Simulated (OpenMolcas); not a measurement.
# doublet HNO+, step by step

Aim: the energy (UHF/STO-3G), then a single-point energy (CASSCF(3,3)/STO-3G), then the energy (CASPT2(3,3)/STO-3G), then a single-point energy (SC-NEVPT2(3,3)/STO-3G), then a single-point energy (MRCI(3,3)/STO-3G) of doublet HNO+. 

The results are computed with OpenMolcas 26.06.

### Step 1. The system as given

The species is HNO+ (3 atoms), meant as a doublet with charge +1. As SMILES of the parent species, `N=O`. The shape is that of a GFN2-xTB optimisation. That shape belongs to the parent species and isn't relaxed for this state.

Bond lengths: N1–O2 1.201 Å, N1–H3 1.062 Å. Angles: O2–N1–H3 112.4°.

### Step 2. The energy at UHF/STO-3G (run 1)

The input, step1.input:

```
* HNO Hartree-Fock
&GATEWAY
BasLib
$CurrDir
Coord
3
bohr
N     -0.52145103     0.56166440    -0.21690276
O      1.45240570     0.78996221     0.88089583
H     -0.93095468    -1.35160771    -0.66401197
Basis
STO-3G
Group
NoSym
&SEWARD
&SCF
UHF
Charge
1
Spin
2
Scramble
0.25
PrOrbitals
1 1
```

The basis set STO-3G is read from a file made from the Basis Set Exchange's data (not shown).

Started as:

```sh
export MOLCAS_MEM=1860
pymolcas step1.input > step1.log
```

What it wrote (excerpt; [...] marks lines left out):

```text
--- Start Module: gateway ---
[...]
--- Stop Module: gateway /rc=_RC_ALL_IS_WELL_ ---
--- Start Module: seward ---
[...]
      Basis functions           11
--- Stop Module: seward /rc=_RC_ALL_IS_WELL_ ---
--- Start Module: scf ---
[...]
       Convergence after  26 Iterations
[...]
::    Total SCF energy                               -127.7682157675
[...]
      Total spin, S                                     0.7104095030
[...]
      Total electronic charge=   15.000000
      Total            charge=    1.000000
[...]
      Dipole Moment (debye):
      Origin of the operator (angstrom)=    0.2559    0.3266    0.1772
                   X= -1.4342E+00               Y= -2.1077E+00               Z= -1.0259E+00           Total=  2.7481E+00
      Center of Charge (angstrom)
[...]
--- Stop Module: scf /rc=_RC_ALL_IS_WELL_ ---
[...]
```

Wall time 1.9 s (1 thread of Arm Neoverse V1, shared host); peak memory 0.37 GiB.

### Step 3. The energy at CASSCF(3,3)/STO-3G (run 2)

The input, step2.inp:

```
* HNO CASSCF
>>> EXPORT MOLCAS_PRINT=2

&GATEWAY
 BasLib = $CurrDir
 Coord
 3
 bohr
 N     -0.52145103     0.56166440    -0.21690276
 O      1.45240570     0.78996221     0.88089583
 H     -0.93095468    -1.35160771    -0.66401197
 Basis = STO-3G
 Group = NoSym

&SEWARD

&RASSCF
 FileOrb = $CurrDir/step1.UnaOrb
 Spin = 2
 Nactel = 3 0 0
 Inactive = 6
 Ras2 = 3
 OrbListing = Nothing
```

The basis set STO-3G is read from a file made from the Basis Set Exchange's data (not shown).

Started as:

```sh
export MOLCAS_MEM=1860
pymolcas step2.inp > step2.log
```

What it wrote (excerpt; [...] marks lines left out):

```text
--- Start Module: gateway ---
[...]
--- Stop Module: gateway /rc=_RC_ALL_IS_WELL_ ---
--- Start Module: seward ---
[...]
      Basis functions           11
--- Stop Module: seward /rc=_RC_ALL_IS_WELL_ ---
--- Start Module: rasscf ---
[...]
      Number of active orbitals                  3
[...]
      Spin quantum number                      0.5
[...]
      Active orbitals                            3
[...]
      Number of CSFs                             8
[...]
      Number of root(s) required                 1
[...]
      Convergence after 39 iterations
[...]
      printout of CI-coefficients larger than  0.05 for root  1
      energy=    -127.819516
      conf/sym  111     Coeff  Weight
             1  2u0  -0.96269 0.92678
             8  0u2  -0.26632 0.07093
      Natural orbitals and occupation numbers for root  1
      sym 1:   1.855848   1.000000   0.144152
      ************************************************************************************************************************
      *                                                    Final results                                                     *
[...]
::    RASSCF root number  1 Total energy:   -127.81951572
[...]
      Total electronic charge=   15.000000
      Total            charge=    1.000000
[...]
      Dipole Moment (debye):
      Origin of the operator (angstrom)=    0.2559    0.3266    0.1772
                   X= -7.9874E-01               Y= -2.2898E+00               Z= -7.0256E-01           Total=  2.5248E+00
      Center of Charge (angstrom)
[...]
--- Stop Module: rasscf /rc=_RC_ALL_IS_WELL_ ---
[...]
```

It took 2.2 s on 1 thread of Arm Neoverse V1, shared host; peak memory 0.37 GiB.

### Step 4. A single-point energy at CASPT2(3,3)/STO-3G (run 3)

The input, step3.input:

```
* HNO CASPT2
&GATEWAY
BasLib=$CurrDir
Coord
3
bohr
N     -0.52145103     0.56166440    -0.21690276
O      1.45240570     0.78996221     0.88089583
H     -0.93095468    -1.35160771    -0.66401197
Basis=STO-3G
Group=NoSym
&SEWARD
&RASSCF
FileOrb=$CurrDir/step2.RasOrb
Spin=2
Nactel=3 0 0
Inactive=6
Ras2=3
OrbListing=Nothing
&CASPT2
Imaginary=0.1
Frozen=2
```

The basis set STO-3G is read from a file made from the Basis Set Exchange's data (not shown).

Started as:

```sh
export MOLCAS_MEM=1860
pymolcas step3.input > step3.log
```

What it wrote (excerpt; [...] marks lines left out):

```text
--- Start Module: gateway ---
[...]
--- Stop Module: gateway /rc=_RC_ALL_IS_WELL_ ---
[...]
      Basis functions           11
[...]
--- Start Module: rasscf ---
[...]
      Number of active orbitals                  3
[...]
      Spin quantum number                      0.5
[...]
      Active orbitals                            3
[...]
      Number of CSFs                             8
[...]
      Number of root(s) required                 1
[...]
      Convergence after  4 iterations
[...]
      printout of CI-coefficients larger than  0.05 for root  1
      energy=    -127.819516
      conf/sym  111     Coeff  Weight
             1  2u0  -0.96269 0.92678
             8  0u2  -0.26632 0.07092
      Natural orbitals and occupation numbers for root  1
      sym 1:   1.855855   1.000000   0.144145
      ************************************************************************************************************************
      *                                                    Final results                                                     *
[...]
::    RASSCF root number  1 Total energy:   -127.81951572
[...]
      Total electronic charge=   15.000000
      Total            charge=    1.000000
[...]
      Dipole Moment (debye):
      Origin of the operator (angstrom)=    0.2559    0.3266    0.1772
                   X= -7.9863E-01               Y= -2.2898E+00               Z= -7.0250E-01           Total=  2.5248E+00
      Center of Charge (angstrom)
[...]
--- Stop Module: rasscf /rc=_RC_ALL_IS_WELL_ ---
--- Start Module: caspt2 ---
[...]
 ###    WARNING: User changed nr of frozen orbitals.                         ###
 ###############################################################################
[...]
      E2 (Variational):          -0.0959812198
      Total energy:            -127.9154969361
[...]
      Reference weight:           0.95308
[...]
::    CASPT2 Root  1     Total energy:   -127.91549694
[...]
--- Stop Module: caspt2 /rc=_RC_ALL_IS_WELL_ ---
[...]
```

It took 1.7 s on 1 thread of Arm Neoverse V1, shared host; peak memory 0.37 GiB.

### Step 5. A single-point energy at SC-NEVPT2(3,3)/STO-3G (run 4)

The input, step4.inp:

```
&gateway
 baslib
 $CurrDir
 coord
 3
 bohr
 N     -0.52145103     0.56166440    -0.21690276
 O      1.45240570     0.78996221     0.88089583
 H     -0.93095468    -1.35160771    -0.66401197
 basis
 STO-3G
 group
 NoSym

&seward

&rasscf
 fileorb
 $CurrDir/step2.RasOrb
 spin
 2
 nactel
 3 0 0
 inactive
 6
 ras2
 3
 orblisting
 Nothing

&caspt2
 sc-nevpt2
 frozen
 2
```

The basis set STO-3G is read from a file made from the Basis Set Exchange's data (not shown).

Started as:

```sh
export MOLCAS_MEM=1860
pymolcas step4.inp > step4.log
```

What it wrote (excerpt; [...] marks lines left out):

```text
--- Start Module: gateway ---
[...]
--- Stop Module: gateway /rc=_RC_ALL_IS_WELL_ ---
[...]
      Basis functions           11
[...]
--- Start Module: rasscf ---
[...]
      Number of active orbitals                  3
[...]
      Spin quantum number                      0.5
[...]
      Active orbitals                            3
[...]
      Number of CSFs                             8
[...]
      Number of root(s) required                 1
[...]
      Convergence after  4 iterations
[...]
      printout of CI-coefficients larger than  0.05 for root  1
      energy=    -127.819516
      conf/sym  111     Coeff  Weight
             1  2u0  -0.96269 0.92678
             8  0u2  -0.26632 0.07092
      Natural orbitals and occupation numbers for root  1
      sym 1:   1.855855   1.000000   0.144145
      ************************************************************************************************************************
      *                                                    Final results                                                     *
[...]
::    RASSCF root number  1 Total energy:   -127.81951572
[...]
      Total electronic charge=   15.000000
      Total            charge=    1.000000
[...]
      Dipole Moment (debye):
      Origin of the operator (angstrom)=    0.2559    0.3266    0.1772
                   X= -7.9863E-01               Y= -2.2898E+00               Z= -7.0250E-01           Total=  2.5248E+00
      Center of Charge (angstrom)
[...]
--- Stop Module: rasscf /rc=_RC_ALL_IS_WELL_ ---
--- Start Module: caspt2 ---
[...]
 ###    WARNING: User changed nr of frozen orbitals.                         ###
 ###############################################################################
[...]
      E2 (Variational):          -0.0930310315
[...]
      E2 (Variational):          -0.0925538896
      Total energy:            -127.9120696058
[...]
      Reference weight:           0.95761
[...]
::    SC-NEVPT2 Root  1     Total energy:   -127.91206961
[...]
--- Stop Module: caspt2 /rc=_RC_ALL_IS_WELL_ ---
[...]
```

It took 1.6 s on 1 thread of Arm Neoverse V1, shared host; peak memory 0.37 GiB.

### Step 6. The energy at MRCI(3,3)/STO-3G (run 5)

The input, step5.input:

```
* HNO MRCI

&GATEWAY
  BasLib=$CurrDir
  Coord
  3
  bohr
  N     -0.52145103     0.56166440    -0.21690276
  O      1.45240570     0.78996221     0.88089583
  H     -0.93095468    -1.35160771    -0.66401197
  Basis=STO-3G
  Group=NoSym

&SEWARD

&RASSCF
  FileOrb=$CurrDir/step2.RasOrb
  Spin=2
  Nactel=3 0 0
  Inactive=6
  Ras2=3
  OrbListing=Nothing

&MOTRA
  LumOrb
  Frozen=2

&GUGA
  Electrons=11
  Spin=2
  Inactive=4
  Active=3
  CIAll=1

&MRCI
  SDCI
```

The basis set STO-3G is read from a file made from the Basis Set Exchange's data (not shown).

Started as:

```sh
export MOLCAS_MEM=1860
pymolcas step5.input > step5.log
```

What it wrote (excerpt; [...] marks lines left out):

```text
--- Start Module: gateway ---
[...]
--- Stop Module: gateway /rc=_RC_ALL_IS_WELL_ ---
[...]
      Basis functions           11
[...]
      Number of active orbitals                  3
[...]
      Spin quantum number                      0.5
[...]
      Active orbitals                            3
[...]
      Number of CSFs                             8
[...]
      Number of root(s) required                 1
[...]
      Convergence after  4 iterations
[...]
      printout of CI-coefficients larger than  0.05 for root  1
      energy=    -127.819516
      conf/sym  111     Coeff  Weight
             1  2u0  -0.96269 0.92678
             8  0u2  -0.26632 0.07092
      Natural orbitals and occupation numbers for root  1
      sym 1:   1.855855   1.000000   0.144145
      ************************************************************************************************************************
      *                                                    Final results                                                     *
[...]
::    RASSCF root number  1 Total energy:   -127.81951572
[...]
      Dipole Moment (debye):
      Origin of the operator (angstrom)=    0.2559    0.3266    0.1772
                   X= -7.9863E-01               Y= -2.2898E+00               Z= -7.0250E-01           Total=  2.5248E+00
      Center of Charge (angstrom)
[...]
      *** WARNING: Default frozen orbitals is overwritten by user input.
      *** Default values:   2
[...]
--- Start Module: guga ---
[...]
--- Stop Module: guga /rc=_RC_ALL_IS_WELL_ ---
--- Start Module: mrci ---
[...]
       (But an ACPF correction will be computed)
       USE THE DEFAULT ACPF G-VALUE GFAC=  0.18181818181818182
[...]
                      CI ENERGY:  -127.93084129
[...]
                ACPF CORRECTION:    -0.00722376
[...]
      Total electronic charge=   15.000000
      Total            charge=    1.000000
[...]
     ACPF CORRECTION:     -0.00722376
[...]
  CI State   1     Total energy:   -127.93084129     QDav:     -0.00895822     QACPF:     -0.00722376
[...]
--- Stop Module: mrci /rc=_RC_ALL_IS_WELL_ ---
[...]
```

Wall time 1.9 s (1 thread of Arm Neoverse V1, shared host); peak memory 0.37 GiB.

### Step 7. Results

```
                                             quantity          value
                      run 1, UHF/STO-3G: total energy  -127.76822 Eh
run 1, UHF/STO-3G: HOMO energy (highest over α and β)      -23.51 eV
 run 1, UHF/STO-3G: LUMO energy (lowest over α and β)       -7.74 eV
                              run 1, UHF/STO-3G: ⟨S²⟩          1.215
              run 2, CASSCF(3,3)/STO-3G: total energy  -127.81952 Eh
              run 3, CASPT2(3,3)/STO-3G: total energy  -127.91550 Eh
           run 4, SC-NEVPT2(3,3)/STO-3G: total energy  -127.91207 Eh
                run 5, MRCI(3,3)/STO-3G: total energy  -127.93084 Eh
```

**Reading.** ⟨S²⟩ (run 1, UHF/STO-3G) is 1.22 where a pure doublet has 0.75: the reference is spin-contaminated. The run (run 1, UHF/STO-3G) may have ended on a state above the lowest. Mulliken charges (run 2, CASSCF(3,3)/STO-3G) run from +0.19 on N1 to +0.42 on H3; they depend strongly on the basis. Mulliken charges (run 3, CASPT2(3,3)/STO-3G) of the CASSCF density run from +0.19 on N1 to +0.42 on H3; they depend strongly on the basis.
